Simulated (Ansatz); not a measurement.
Species, as SMILES: ClCl (Cl2).
Atoms: Cl1, Cl2. Bonds: Cl1-Cl2.

Basis-set convergence of the highest harmonic wavenumber at PBE with Ansatz (a first-principles code). Each level at its own minimum, finite differences of forces, unscaled; the reference is a large set that could be run, not a limit. Cartesian d functions, on some or all atoms, in 6-31G**; all else is spherical. The program fits the integrals of some runs and decomposes those of others, by size. No added dispersion term, no relativity. Reference: the value in def2-QZVPPD, 537 cm⁻¹. Deviations are taken from unrounded values.

```csv
basis,functions,highest harmonic wavenumber (cm⁻¹),minus reference (cm⁻¹)
3-21G,26,451,-86
pcseg-1,36,516,-21
6-31G**,38,509,-28
aug-cc-pV(D+d)Z,64,526,-12
"6-311++G(2d,2p)",70,532,-5
cc-pV(T+d)Z,78,538,0
"6-311++G(3df,3pd)",94,536,-1
jun-cc-pV(T+d)Z,96,539,1
def2-TZVPPD,102,539,1
```
